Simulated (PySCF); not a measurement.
Simulated outer-valence photoelectron spectrum of `C#CC(Cl)Cl`. Method used: EOM-IP-CCSD/aug-cc-pVDZ in PySCF, restricted Hartree–Fock reference, frozen core, non-relativistic, gas phase, PBE0-D3(BJ)/def2-SVP geometry.

Each root has a Gaussian of 0.4 eV full width with its one-hole share as area; cross sections and vibrations are left out, and the highest printed point is 100.

```json
{"ionisation energy (eV)": "10.4", "intensity": "0"}
{"ionisation energy (eV)": "10.5", "intensity": "1"}
{"ionisation energy (eV)": "10.6", "intensity": "4"}
{"ionisation energy (eV)": "10.7", "intensity": "11"}
{"ionisation energy (eV)": "10.8", "intensity": "26"}
{"ionisation energy (eV)": "10.9", "intensity": "44"}
{"ionisation energy (eV)": "11.0", "intensity": "60"}
{"ionisation energy (eV)": "11.1", "intensity": "71"}
{"ionisation energy (eV)": "11.2", "intensity": "81"}
{"ionisation energy (eV)": "11.3", "intensity": "92"}
{"ionisation energy (eV)": "11.4", "intensity": "100"}
{"ionisation energy (eV)": "11.5", "intensity": "92"}
{"ionisation energy (eV)": "11.6", "intensity": "66"}
{"ionisation energy (eV)": "11.7", "intensity": "35"}
{"ionisation energy (eV)": "11.8", "intensity": "15"}
{"ionisation energy (eV)": "11.9", "intensity": "12"}
{"ionisation energy (eV)": "12.0", "intensity": "25"}
{"ionisation energy (eV)": "12.1", "intensity": "49"}
{"ionisation energy (eV)": "12.2", "intensity": "72"}
{"ionisation energy (eV)": "12.3", "intensity": "77"}
{"ionisation energy (eV)": "12.4", "intensity": "60"}
{"ionisation energy (eV)": "12.5", "intensity": "34"}
{"ionisation energy (eV)": "12.6", "intensity": "14"}
{"ionisation energy (eV)": "12.7", "intensity": "4"}
{"ionisation energy (eV)": "12.8", "intensity": "1"}
{"ionisation energy (eV)": "12.9", "intensity": "0"}
{"ionisation energy (eV)": "13.0", "intensity": "0"}
{"ionisation energy (eV)": "13.1", "intensity": "0"}
{"ionisation energy (eV)": "13.2", "intensity": "0"}
{"ionisation energy (eV)": "13.3", "intensity": "0"}
{"ionisation energy (eV)": "13.4", "intensity": "0"}
{"ionisation energy (eV)": "13.5", "intensity": "0"}
{"ionisation energy (eV)": "13.6", "intensity": "0"}
{"ionisation energy (eV)": "13.7", "intensity": "0"}
{"ionisation energy (eV)": "13.8", "intensity": "0"}
{"ionisation energy (eV)": "13.9", "intensity": "0"}
{"ionisation energy (eV)": "14.0", "intensity": "0"}
{"ionisation energy (eV)": "14.1", "intensity": "0"}
{"ionisation energy (eV)": "14.2", "intensity": "0"}
{"ionisation energy (eV)": "14.3", "intensity": "0"}
{"ionisation energy (eV)": "14.4", "intensity": "0"}
{"ionisation energy (eV)": "14.5", "intensity": "0"}
{"ionisation energy (eV)": "14.6", "intensity": "0"}
{"ionisation energy (eV)": "14.7", "intensity": "0"}
{"ionisation energy (eV)": "14.8", "intensity": "0"}
{"ionisation energy (eV)": "14.9", "intensity": "0"}
{"ionisation energy (eV)": "15.0", "intensity": "0"}
{"ionisation energy (eV)": "15.1", "intensity": "1"}
{"ionisation energy (eV)": "15.2", "intensity": "5"}
{"ionisation energy (eV)": "15.3", "intensity": "15"}
{"ionisation energy (eV)": "15.4", "intensity": "29"}
{"ionisation energy (eV)": "15.5", "intensity": "39"}
{"ionisation energy (eV)": "15.6", "intensity": "39"}
{"ionisation energy (eV)": "15.7", "intensity": "29"}
{"ionisation energy (eV)": "15.8", "intensity": "23"}
{"ionisation energy (eV)": "15.9", "intensity": "27"}
{"ionisation energy (eV)": "16.0", "intensity": "37"}
{"ionisation energy (eV)": "16.1", "intensity": "40"}
{"ionisation energy (eV)": "16.2", "intensity": "32"}
{"ionisation energy (eV)": "16.3", "intensity": "18"}
{"ionisation energy (eV)": "16.4", "intensity": "7"}
{"ionisation energy (eV)": "16.5", "intensity": "2"}
{"ionisation energy (eV)": "16.6", "intensity": "0"}
```

Where are the maxima, and how many lines lie under the curve?

4 maxima, at 11.4, 12.3, 15.5 and 16.1 eV, from 8 lines. At this width some lines have no maximum of their own.

List the lines with their holes.

```json
{"E (eV)": "10.98", "leading hole (HF orbital)": "HOMO", "area": "0.96", "Koopmans (eV)": "11.30"}
{"E (eV)": "11.22", "leading hole (HF orbital)": "HOMO-1", "area": "0.96", "Koopmans (eV)": "11.39"}
{"E (eV)": "11.46", "leading hole (HF orbital)": "HOMO-2", "area": "0.96", "Koopmans (eV)": "12.34"}
{"E (eV)": "11.49", "leading hole (HF orbital)": "HOMO-3", "area": "0.95", "Koopmans (eV)": "12.51"}
{"E (eV)": "12.22", "leading hole (HF orbital)": "HOMO-4", "area": "0.95", "Koopmans (eV)": "13.18"}
{"E (eV)": "12.32", "leading hole (HF orbital)": "HOMO-5", "area": "0.95", "Koopmans (eV)": "13.32"}
{"E (eV)": "15.54", "leading hole (HF orbital)": "HOMO-6", "area": "0.94", "Koopmans (eV)": "16.56"}
{"E (eV)": "16.08", "leading hole (HF orbital)": "HOMO-7", "area": "0.94", "Koopmans (eV)": "17.41"}
```

The widest gap, 3.22 eV, lies between 12.32 and 15.54 eV. Only orbitals with −ε under 21 eV, eight at most, were ionised, so the high end of the curve may lack lines.

Hardware: one thread, Arm Neoverse V2 (aarch64), shared host. Cost: 2.4 min of wall time, 2.5 GiB resident at most.
